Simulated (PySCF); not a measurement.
Run record for `C=C(F)OCC`: PW91/Sadlej pVTZ, TDA, 12 singlets.

Method: TDA PW91/Sadlej pVTZ, vertical, gas phase, core orbitals frozen in the response (PySCF 2.14.0, density-fitted response routines). Geometry: GFN2-xTB. The input is one job of a driver script: a line of settings, then coordinates in Å.

Command:
```bash
OMP_NUM_THREADS=1 python probes_run.py task.json out
```

Input:
```
{"job": {"kind": "uv", "xc": "PW91", "basis": "Sadlej pVTZ", "nstates": 12, "ntriplets": 5, "tda": true}, "charge": 0, "multiplicity": 1}
C     -2.429979     1.052297    -0.087474
C     -1.473918     0.152102     0.059410
F     -1.787417    -1.154987     0.222415
O     -0.164824     0.411365     0.063790
C      0.738860    -0.677360     0.235187
C      2.147630    -0.114456     0.204130
H     -2.182870     2.086229    -0.216213
H     -3.459422     0.755506    -0.078410
H      0.541800    -1.174558     1.192991
H      0.595292    -1.407334    -0.571111
H      2.276280     0.609604     1.003732
H      2.865778    -0.919086     0.330943
H      2.328402     0.381165    -0.745469
```

Task: What does the run print?

Result: 
```
coarse grid: 10856 points
cycle   1  E = -331.4757634845  dE =  6.923e-01  |g| = 8.192e-01  |ddm| = 1.822e+01
cycle   2  E = -331.1746074031  dE =  3.012e-01  |g| = 1.445e+00  |ddm| = 5.254e+00
cycle   3  E = -331.6108209518  dE = -4.362e-01  |g| = 1.820e-01  |ddm| = 2.744e+00
cycle   4  E = -331.6181418396  dE = -7.321e-03  |g| = 7.303e-02  |ddm| = 5.302e-01
cycle   5  E = -331.6190241660  dE = -8.823e-04  |g| = 3.883e-02  |ddm| = 1.946e-01
cycle   6  E = -331.6193542261  dE = -3.301e-04  |g| = 8.680e-03  |ddm| = 1.049e-01
cycle   7  E = -331.6193681671  dE = -1.394e-05  |g| = 4.346e-03  |ddm| = 2.036e-02
cycle   8  E = -331.6193719790  dE = -3.812e-06  |g| = 5.478e-04  |ddm| = 7.250e-03
final grid: 105248 points
cycle   9  E = -331.6355321734  dE = -4.449e-05  |g| = 1.238e-02  |ddm| = 5.333e-01
cycle  10  E = -331.6354549857  dE =  7.719e-05  |g| = 2.304e-02  |ddm| = 1.124e-01
cycle  11  E = -331.6355612957  dE = -1.063e-04  |g| = 3.921e-03  |ddm| = 6.161e-02
cycle  12  E = -331.6355652080  dE = -3.912e-06  |g| = 6.834e-04  |ddm| = 8.978e-03
cycle  13  E = -331.6355652889  dE = -8.089e-08  |g| = 3.174e-04  |ddm| = 2.131e-03
cycle  14  E = -331.6355653124  dE = -2.352e-08  |g| = 5.356e-05  |ddm| = 8.905e-04
cycle  15  E = -331.6355653130  dE = -5.861e-10  |g| = 2.132e-05  |ddm| = 2.009e-04
converged SCF energy = -331.6355653130

Static polarisability (au): isotropic 61.329, principal 47.526 54.945 81.515

Singlet excitations
state   eV       nm        f      main configurations
  1   4.7342    261.9   0.01524   H->L 1.00
  2   5.3310    232.6   0.02228   H->L+2 1.00
  3   5.4818    226.2   0.00002   H->L+3 1.00
  4   5.5898    221.8   0.00206   H->L+4 1.00
  5   5.9788    207.4   0.00081   H->L+5 1.00
  6   6.1885    200.3   0.00001   H->L+6 1.00
  7   6.2824    197.4   0.26461   H->L+1 0.58, H->L+10 0.33
  8   6.5461    189.4   0.00500   H->L+7 0.99
  9   6.5970    187.9   0.00309   H->L+8 0.98
 10   6.7386    184.0   0.00134   H->L+9 0.99
 11   7.0280    176.4   0.00435   H->L+11 0.99
 12   7.2713    170.5   0.08407   H->L+10 0.48, H->L+14 0.36, H->L+1 0.11

Triplet excitations (Tamm-Dancoff, eV): 4.4512 4.6766 5.2501 5.4551 5.5369
```

The SCF starts on a coarse grid where the log names one; the energy can jump when the final grid takes over, and dE then counts from the start density on the new grid. H and L stand for HOMO and LUMO; the number after each pair is its weight.

Task: How does the lowest singlet excitation compare with the HOMO–LUMO gap?

Result: HOMO -5.41 eV and LUMO -0.69 eV give a gap of 4.72 eV; S1 at 4.73 eV lies 0.01 eV above it.

Task: Give S1 in cm⁻¹ and kJ/mol.

Result: 4.7342 eV × 8065.54 = 38184 cm⁻¹; × 96.485 = 456.8 kJ/mol.

In short: SCF converged in 15 cycles with 207 basis and 655 fitting functions; HOMO -5.41 eV, LUMO -0.69 eV; lowest singlet 4.73 eV; lowest triplet 4.45 eV (Tamm–Dancoff); mean polarisability 61.3 au.

The run took about 1.7 min of CPU time (one thread, shared machine).

Shape of the structure used: `[CH2:1]=[C:2]([F:3])[O:4][CH2:5][CH3:6]`: C1–C2–O4–C5 180°, C2–O4–C5–C6 180°.

One conformer stands for the species.
